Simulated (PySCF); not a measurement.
# EPR parameters of C4H7

Species: C4H7 (doublet state).
Structure used (GFN2-xTB), in Å, numbered top down from 1:
```
atom  x, y, z in Å
C1     1.1058    1.4512   -0.5979
C2     1.1354    0.2068   -0.2487
C3     0.3043   -0.8994    0.2044
C4    -1.1826   -0.5242    0.3411
H5     0.1979    2.0601   -0.6237
H6     1.9972    1.9853   -0.8948
H7     0.6762   -1.2479    1.1734
H8     0.4010   -1.7293   -0.5030
H9    -1.3004    0.2843    1.0579
H10   -1.7526   -1.3848    0.6835
H11   -1.5769   -0.1993   -0.6182
```

The hyperfine couplings belong to this conformer and change with its torsions.

The species is `C=[C]CC` [radical].

Computed, not measured: UKS B3LYP, pcH-1 on C H, non-relativistic, mean-field spin-orbit, GIAO in PySCF 2.14.0. One conformer (not necessarily the lowest) at the GFN2-xTB geometry, without solvent, vibrations or thermal averaging. Couplings are sensitive to structure, and on GFN2-xTB geometries they can be far from those on DFT ones. The SCF solution wasn't tested for stability.

| Item | Value |
| --- | --- |
| g1, g2, g3 | 2.00149, 2.00212, 2.00293 |
| g_iso | 2.00218 |
| Form of g | rhombic: the two nearest values differ by 44 % of g3 − g1 |
| ⟨S²⟩ | 0.7581 (exact 0.7500) |
| α and β electrons | 16, 15 |
| HOMO–LUMO gap, α and β orbitals | 6.24, 5.48 eV |
| Total energy | -156.55968 Eh |
| Basis functions | 170 |

Hyperfine couplings atom by atom, in MHz; T1 to T3 are the principal values of the dipolar part:

| atom | isotope | a_iso | T1 | T2 | T3 | Mulliken spin population |
| --- | --- | --- | --- | --- | --- | --- |
| C1 | 13C | -6.5 | -17.2 | 1.7 | 15.5 | -0.17 |
| C2 | 13C | 264.4 | -81.9 | -62.4 | 144.3 | 0.99 |
| C3 | 13C | 13.4 | -4.7 | -4.3 | 9.0 | -0.05 |
| C4 | 13C | 61.3 | -6.5 | -6.5 | 13.0 | 0.06 |
| H5 | 1H | 181.1 | -4.5 | -1.9 | 6.5 | 0.09 |
| H6 | 1H | 119.2 | -6.4 | -5.2 | 11.6 | 0.05 |
| H7 | 1H | 24.8 | -6.9 | -5.2 | 12.1 | 0.01 |
| H8 | 1H | 24.7 | -6.9 | -5.2 | 12.0 | 0.01 |
| H9 | 1H | -4.5 | -4.8 | -1.7 | 6.4 | 0.00 |
| H10 | 1H | 14.2 | -4.0 | -1.3 | 5.3 | 0.01 |
| H11 | 1H | -4.5 | -4.8 | -1.7 | 6.4 | 0.00 |

The largest Mulliken spin populations are on C2 (+0.99), C1 (-0.17) and H5 (+0.09). C2 is the only atom above +0.15. The positive populations add up to 1.22 and the negative ones to -0.22, together 2S = 1.

Axes: g2 points within 14° of the C1–H5 bond.

Under fast tumbling the dipolar parts average out, and these isotropic splittings remain: 1 × 1H (H5, I = 1/2, 2 lines) with 6.46 mT, 1 × 1H (H6, I = 1/2, 2 lines) with 4.25 mT, 2 × 1H (H7/H8, I = 1/2, 3 lines) with 0.88 mT and 3 × 1H (H9/H10/H11, I = 1/2, 4 lines) with 0.06 mT.

Class means assume fast exchange of nuclei equivalent by connectivity; if that motion is slow, each nucleus keeps its own coupling. The three 1H nuclei of mean +1.7 MHz run from -4.5 to 14.2 MHz in the frozen geometry.

The 13C coupling of C2 (264.4 MHz) shows only in satellite lines or after enrichment, since that isotope makes up about 1.07 % of natural carbon.

The spin density at the nucleus, in bohr⁻³, is negative for C1 (-0.0058), for instance. A restricted open-shell determinant has no negative spin density anywhere; here it arises because α and β orbitals differ (spin polarisation).
